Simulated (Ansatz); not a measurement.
# H4Si: the cost of one run

Computed with Ansatz 0.2.0, Gaussian basis. Level: PBE0-D4/def2-TZVP structures, single points in def2-TZVPP, no counterpoise correction.

Levels: SPW92, PBE-D4, BLYP-D4, r2SCAN-D4, B97M-V, PBE0-D4, B3LYP-D4, r2SCAN0-D4, BHLYP-D4, CAM-B3LYP-D4, wB97X-V, wB97M-V, B2PLYP, PBE-QIDH, RPA on PBE, Hartree-Fock, MP2, CCSD, CCSD(T).

Correlated methods freeze the cores. Orbitals are unrestricted. B3LYP uses VWN-RPA correlation. B2PLYP carries no dispersion term here.

95 further runs of the same task are left out: 1 that didn't finish, 94 set aside as unsound or not needed.

## Step 1: The system as given

The complex: 11 atoms, charge 0, spin multiplicity 2.

Atoms are counted from 1 here; the program's logs count them from 0.

Bond lengths: H1–Si4 1.483 Å, C2–N3 1.380 Å, C2–H5 1.082 Å, C2–H6 1.082 Å, N3–H7 1.008 Å, N3–H8 1.008 Å, Si4–H9 1.492 Å, Si4–H10 1.485 Å, Si4–H11 1.485 Å. Angles: N3–C2–H5 116.9°, N3–C2–H6 116.9°, H5–C2–H6 118.4°, C2–N3–H7 115.7°, C2–N3–H8 115.7°, H7–N3–H8 111.7°, H1–Si4–H9 107.8°, H1–Si4–H10 111.5°, H1–Si4–H11 111.5°, H9–Si4–H10 107.5°, H9–Si4–H11 107.5°, H10–Si4–H11 110.8°.

Coordinates:

```
H    -0.9238   -1.9706   -0.5987
C     0.6420    0.6514   -1.0932
N     0.9559    1.6609   -0.2055
Si   -0.9220   -1.3377    0.7426
H    -0.1447    0.8553   -1.8074
H     1.4476   -0.0077   -1.3886
H     0.1748    2.1901    0.1499
H     1.6034    1.4144    0.5269
H    -1.6585   -2.2412    1.6746
H     0.4574   -1.1810    1.2690
H    -1.6322   -0.0339    0.7304
```

Its parts: SiH4 holds atoms 1, 4, 9, 10, 11; CH4N radical holds atoms 2, 3, 5, 6, 7, 8. Each part counts its atoms afresh in its own runs.

## Step 2: Relaxing SiH4 alone

relax-a/in.yaml

```yaml
crystal:
  periodic: [false, false, false]
  atoms:
    - {symbol: H, position_ang: [-0.923827, -1.970591, -0.598661]}
    - {symbol: Si, position_ang: [-0.921996, -1.337658, 0.742597]}
    - {symbol: H, position_ang: [-1.658477, -2.241244, 1.674628]}
    - {symbol: H, position_ang: [0.457360, -1.180980, 1.269031]}
    - {symbol: H, position_ang: [-1.632173, -0.033899, 0.730382]}
basis:
  gaussian: {orbitals: def2-TZVP}
hamiltonian: {xc: pbe0, dispersion: d4}
relax: {f_tol: 0.005, max_steps: 200}
```

On the command line:

```console
$ ansatz run in.yaml --threads 4 --pin off --events-out ev --progress --plain --max-ram 9574MiB
```

**Question.** How long does this run take on 4 threads of Arm Neoverse V1, shared host?

About 1.4 s.
